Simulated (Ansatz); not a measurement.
# Anatase TiO₂ (metastable phase)

All values below come from r²SCAN0 (plane waves, PAW; Ansatz, a quantum-chemistry and plane-wave program).

Numerical settings: plane-wave cutoff 520 eV, 8×8×8 k mesh, Fermi–Dirac smearing 0.01 eV, no spin polarisation, scalar-relativistic PAW data made under PBE.

Cell (measured lattice):

```cif
data_O8Ti4
_chemical_formula_sum 'Ti4 O8'
_space_group_name_H-M_alt 'I41/amd :1'
_space_group_IT_number 141
_space_group_name_Hall 'I 4bw 2bw -1bw'
_cell_length_a 3.78420
_cell_length_b 3.78420
_cell_length_c 9.51460
_cell_angle_alpha 90.000
_cell_angle_beta 90.000
_cell_angle_gamma 90.000
loop_
_atom_site_label
_atom_site_type_symbol
_atom_site_symmetry_multiplicity
_atom_site_Wyckoff_symbol
_atom_site_fract_x
_atom_site_fract_y
_atom_site_fract_z
_atom_site_occupancy
Ti1 Ti 4 a 0.00000 0.00000 0.00000 1
O1 O 8 e 0.00000 0.00000 0.20810 1
```
(The calculation used a cell of 6 atoms; values per cell refer to that cell.)

```
Item                                                     Result
-------------------------------------------  ------------------
band gap                                     4.67 eV (indirect)
smallest direct gap on the k points sampled             5.04 eV
Γ–Γ gap                                                 5.19 eV
```

Note: cell and atoms aren't relaxed at this level (largest force component 0.20 eV/Å, pressure -4.7 GPa).

Computed values are for the static lattice.
